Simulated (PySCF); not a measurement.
**How far each method lies from RCCSDT for AlH3, quintet**

Geometry: that of the AlH3, triplet, kept fixed. The triplet lies 7.2 eV lower here.

```csv
atom,x (Å),y (Å),z (Å)
Al,0.0000,0.0744,-0.0956
H,0.0000,-1.3724,-0.7540
H,0.4207,-0.3098,1.6570
H,-0.4207,-0.3098,1.6570
```

Basis aug-cc-pVDZ; PySCF 2.14.0. Only valence electrons are correlated (noble-gas cores frozen), which leaves 6 electrons in 49 orbitals. Prefix R: restricted or restricted open-shell reference; prefix U: unrestricted.

Full CI isn't at hand for all of this; RCCSDT serves as the reference. It lacks quadruple excitations. The frozen core follows each run's orbitals, which can shift R against U totals by a few meV.

The UHF ⟨S²⟩ is 6.002. The T1 diagnostic (ROHF- or RHF-based CCSD) is 0.0253. The largest doubles amplitude (ROHF- or RHF-based CCSD) is 0.034 and the T1 diagnostic (UCCSD) is 0.0233.

```csv
level,E − E(RCCSDT) (meV),share of correlation (%),wall time
RHF,1930,0.00,–
UHF,1911,1.00,–
RMP2,532,72.42,–
UMP2,531,72.47,–
RCCSD,52,97.33,–
UCCSD,51,97.36,–
RCCSD(T),15,99.24,4.7 s
UCCSD(T),14,99.25,4.7 s
UCCSDT,0,100.02,5.8 min
```

The correlation energy at RCCSDT, counted from RHF, is -1.930 eV. That run took 6.1 min on 1 thread of Intel Xeon Platinum 8488C, shared host.

Times are those of the correlated step on a shared host, with one SCF added for the restricted CCSD run; they ran on 1 thread of Intel Xeon Platinum 8488C.
